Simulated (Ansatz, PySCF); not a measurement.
Breaking a bond: SMILES C#N (CHN). The C1–N3 bond (C1 also carries H; N3 carries nothing else) is pulled apart rigidly from the PBE0/def2-TZVP optimised geometry.

Methods: RKS-PBE = restricted PBE/cc-pVDZ run with Ansatz (a quantum-chemistry and plane-wave program); UKS-PBE = unrestricted PBE/cc-pVDZ (Ansatz); UKS-r2SCAN = unrestricted r2SCAN/cc-pVDZ run with PySCF 2.14.0; UCCSD(T) = CCSD(T) on UHF/cc-pVDZ, 2 core orbitals frozen (PySCF).

Energies relative to the lowest point of each curve near equilibrium, in kcal/mol; the last columns give the difference from UCCSD(T):

| R / Å | RKS-PBE | UKS-PBE | UKS-r2SCAN | UCCSD(T) | RKS-PBE − UCCSD(T) | UKS-PBE − UCCSD(T) | UKS-r2SCAN − UCCSD(T) |
|---|---|---|---|---|---|---|---|
| 0.86 | 268.4 | 268.4 | 263.1 | 277.5 | -9.1 | -9.1 | -14.4 |
| 0.91 | 165.7 | 165.7 | 161.0 | 172.4 | -6.7 | -6.7 | -11.4 |
| 0.97 | 84.1 | 84.1 | 80.4 | 88.6 | -4.5 | -4.5 | -8.2 |
| 1.02 | 41.6 | 41.6 | 38.9 | 44.7 | -3.1 | -3.1 | -5.9 |
| 1.07 | 16.1 | 16.1 | 14.3 | 18.1 | -2.0 | -2.0 | -3.7 |
| 1.12 | 3.1 | 3.1 | 2.5 | 4.2 | -1.1 | -1.1 | -1.7 |
| 1.15 | 0.0 | 0.0 | 0.0 | 0.6 | -0.6 | -0.6 | -0.6 |
| 1.19 | 0.0 | 0.0 | 0.9 | 0.0 | 0.0 | 0.0 | 0.9 |
| 1.21 | 1.5 | 1.5 | 2.8 | 1.5 | 0.0 | 0.0 | 1.3 |
| 1.28 | 12.5 | 12.5 | 15.4 | 12.6 | -0.2 | -0.2 | 2.7 |
| 1.32 | 21.7 | 21.7 | 25.5 | 21.9 | -0.2 | -0.2 | 3.6 |
| 1.41 | 47.1 | 47.1 | 52.9 | 47.4 | -0.2 | -0.2 | 5.5 |
| 1.56 | 94.9 | 94.9 | 100.2 | 94.5 | 0.4 | 0.4 | 5.7 |
| 1.73 | 146.7 | 142.9 | 140.8 | 141.0 | 5.8 | 2.0 | -0.2 |
| 1.91 | 193.5 | 178.9 | 172.2 | 175.2 | 18.4 | 3.8 | -3.0 |
| 2.05 | 223.5 | 199.8 | 189.9 | 192.9 | 30.6 | 6.9 | -3.0 |
| 2.28 | 261.4 | 223.8 | 208.5 | 209.6 | 51.8 | 14.3 | -1.1 |
| 2.51 | 287.7 | 237.6 | 218.0 | 216.3 | 71.4 | 21.3 | 1.7 |
| 2.82 | 310.0 | 246.2 | 223.7 | 219.2 | 90.8 | 27.0 | 4.5 |
| 3.07 | 320.7 | 249.2 | 225.8 | 220.0 | 100.6 | 29.2 | 5.7 |
| 3.46 | 329.5 | 251.2 | 227.2 | 220.6 | 109.0 | 30.7 | 6.6 |
| 4.01 | 334.5 | 252.1 | 227.8 | 220.8 | 113.6 | 31.3 | 6.9 |

RKS-PBE is furthest from UCCSD(T) at 4.01 (113.6 kcal/mol, above); its mean absolute difference over the points is 28.2 kcal/mol.

UKS-PBE is furthest from UCCSD(T) at 4.01 (31.3 kcal/mol, above); its mean absolute difference over the points is 8.8 kcal/mol.

UKS-r2SCAN is furthest from UCCSD(T) at 0.86 (-14.4 kcal/mol, below); its mean absolute difference over the points is 4.5 kcal/mol.

The restricted form behind RKS-PBE keeps the bonding electrons paired and can't separate into open-shell fragments. The unrestricted solution behind UKS-PBE changes between 1.73 and 1.91 Å and between 2.05 and 2.28 Å and between 2.28 and 2.51 Å, which can leave a kink. The unrestricted determinant behind UKS-PBE is spin-contaminated at 1.73 to 4.01 Å (<S²> up to 3.0, against 0.00 for a pure singlet). The unrestricted solution behind UKS-r2SCAN changes between 1.56 and 1.73 Å and between 1.73 and 1.91 Å and between 2.05 and 2.28 Å, which can leave a kink. The unrestricted determinant behind UKS-r2SCAN is spin-contaminated at 1.56 to 4.01 Å (<S²> up to 3.0, against 0.00 for a pure singlet). The unrestricted solution behind UCCSD(T) changes between 1.41 and 1.56 Å, which can leave a kink. The unrestricted determinant behind UCCSD(T) is spin-contaminated at 1.21 to 4.01 Å (<S²> up to 3.0, against 0.00 for a pure singlet).
